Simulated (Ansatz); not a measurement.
Ansatz input

```yaml
crystal:
  lattice:
    - [2.2645998697, 0.0, 0.0]
    - [-1.1322999349, 1.9612010165, 0.0]
    - [0.0, 0.0, 3.5612588024]
  atoms:
    - { symbol: Be, position: [0.3333333333, 0.6666666667, 0.25] }
    - { symbol: Be, position: [0.6666666667, 0.3333333333, 0.75] }
hamiltonian:
  xc: r2scan
  pseudopotentials:
    kind: paw
    azcp:
      Be: "pseudopotentials/Be.paw.azcp"
basis:
  ecutwfc: 500
  fft_grid_basis: typed
kpoints:
  mp_grid: { grid: [26, 26, 15], shift: [0, 0, 0] }
magnetization:
  spin_polarized: false
scf:
  occupations: { method: fermi_dirac, width: 0.1 }
```

Output

```
Engine: ansatz 0.2.0, x86_64-unknown-linux-gnu
Pseudopotentials: kind: paw
Pseudopotential: Be, paw, valence charge 2, recommended cutoff 500 eV (meta_gga) 
Functional definition: r2SCAN
  parameter k0 = 0.174
  parameter k1 = 0.065
  parameter a1 = 4.9479
  exchange = r2scan_x(k0 = k0, k1 = k1, a1 = a1)
  correlation = r2scan_c
Crystal: 2 atoms, lattice volume = 15.817 Å³
Basis set: ecut = 500 eV, 391 PW (Γ), exchange–correlation on 72×72×108 points (64 copies of the dense FFT grid, shifted against one another)
Bands: 6, of which v1, the nominal top of the filled ones, is band 2 counted from 1 (1 counted from 0)
Symmetry: 24 space group operations
Space group: P63/mmc (ITA 194), of the structure as read, at distance tolerance 2.5e-5 Å
k-points: 560 of 10140
Non-local potential: Be, projectors of the file, l = 0: 2, l = 1: 2, l = 2: 1
PAW form: soft (Blöchl's): semilocal exchange-correlation on the pseudo side does not see the compensation charge
PAW frozen core: Be, regenerated for the run's functional (the file was generated under x = pbe(κ = 0.804, μ = 0.2195149727645171), c = pbe(β = 0.06672455060314922))
PAW one-centre angular grid: Be, 302 points (default); XC on 255 of its mesh's 2635 points in the sphere
Initial density: superposition of atomic densities (neutral atoms: chi_scale 0, normalization atom), corrected by the library's trained network
Initial wavefunctions: pseudopotential atomic-orbital guess
Functional: x = r2scan, c = r2scan; τ floored in thin density (d = 2e-4 eV/Å³)
SCF iter   1: F=—  HF=-186.666748 eV  |F-HF|=—  |Δ(HF+E_count)|=         —  Δρ=3.76e-3  dr2=1.67e-3  dr2_τ=5.78e-2  ethr=1.77e-3  ⟨swp⟩=5.5  Hψ=30678  notcnv=0
SCF iter   2: F=—  HF=-186.677795 eV  |F-HF|=—  |Δ(HF+E_count)|=   1.10e-2  Δρ=3.57e-3  dr2=1.57e-3  dr2_τ=5.67e-6  ethr=4.18e-5  ⟨swp⟩=2.0  Hψ=11200  notcnv=0
SCF iter   3: F=—  HF=-186.677625 eV  |F-HF|=—  |Δ(HF+E_count)|=   1.70e-4  Δρ=7.92e-4  dr2=7.13e-5  dr2_τ=8.44e-6  ethr=3.92e-5  ⟨swp⟩=1.0  Hψ=3360  notcnv=0
SCF iter   4: F=—  HF=-186.677620 eV  |F-HF|=—  |Δ(HF+E_count)|=   5.07e-6  Δρ=6.08e-4  dr2=4.63e-5  dr2_τ=1.37e-6  ethr=1.78e-6  ⟨swp⟩=1.1  Hψ=3425  notcnv=0
SCF iter   5: F=—  HF=-186.677612 eV  |F-HF|=—  |Δ(HF+E_count)|=   8.48e-6  Δρ=1.42e-4  dr2=2.56e-6  dr2_τ=1.84e-8  ethr=1.16e-6  ⟨swp⟩=1.0  Hψ=3360  notcnv=0
SCF iter   6: F=-186.677611 eV  HF=-186.677611 eV  |F-HF|=4.37e-9  |Δ(HF+E_count)|=   5.99e-7  Δρ=1.58e-5  dr2=3.23e-8  dr2_τ=5.99e-10  ethr=2.50e-9  ⟨swp⟩=1.0  Hψ=8400  notcnv=0
SCF 1 converged in 6 iterations: F = -186.677611 eV  dr2 = 3.23e-8
SCF converged after 6 iterations
Free energy (F): -186.677611 eV
Harris-Foulkes:  -186.677611 eV  (|F-HF|=4.37e-9)
Internal energy: -186.674858 eV  (E = F + TS)
E sigma→0 (E₀):  -186.676235 eV
Entropy (-TS):   -0.002753 eV (-1.377 meV/atom)
Fermi energy:    8.286730 eV
--- Per-component energies (eV) ---
  E_band       = 11.139687
  E_kinetic    = 41.792126
  E_local      = 6.314777  (includes V_loc(G=0)·N_el)
  E_nonlocal   = 8.434020
  E_hartree    = 0.091200
  E_xc         = -37.983965
  E_vxc        = -44.682485  (∫ρ·V_xc dr)
  E_paw        = -121.819118  (= ΣΔE_a)
  E_vpaw       = -2.663900  (= ΣTr[D̂ρ^β])
  E_aug_tail   = -0.000001  (compensation charges beyond the density's cutoff)
  E_vtau       = 1.762825  (kinetic-family band-sum trace: ∫τ·v_τ [+ j·A + Jᵃ·Aᵃ] dr)
  E_ewald      = -83.479843
  E_core_change = -0.024054  (= ΣΔE_core)
  E_smearing   = -0.002753  (= −TS)
  E_closure    = 0.000000  (closes the sum)
  Σ components = -186.677611   (vs F -186.677611, Δ=0.00e0)
```
